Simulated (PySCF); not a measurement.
## Working out the electron affinity of Al

Al⁻ [Ne] 3s2 3p2 (3P) → Al [Ne] 3s2 3p1 (2P). Calculation: PySCF 2.14, in aug-cc-pV(Q+d)Z (7s6p5d3f2g, 89 functions); no relativity, point nucleus. Frozen: [Ne]. Energies in hartree (1 hartree = 27.21139 eV):

| part | Al⁻ (lower) | Al (upper) |
| --- | --- | --- |
| UHF | -241.880973 | -241.880449 |
| CCSD correlation | -0.065561 | -0.052084 |
| (T) | -0.003308 | -0.001286 |

**Question.** What does Hartree-Fock give?

**Answer.** (-241.880449) − (-241.880973) = 0.000524 hartree = 0.014 eV.

**Question.** What do CCSD and CCSD(T) give?

**Answer.** The CCSD correlation energies differ by 0.013477 hartree = 0.367 eV and the triples by 0.002022 hartree = 0.055 eV, so CCSD gives 0.381 eV and CCSD(T) 0.436 eV.

A first-order spin-orbit estimate adds -0.003 eV to CCSD(T) (valence), giving 0.433 eV against 0.433 eV (measured; photodetachment measurements, as compiled on the Wikipedia data page of electron affinities).

What remains against the reference includes basis incompleteness, the frozen core and higher excitations.
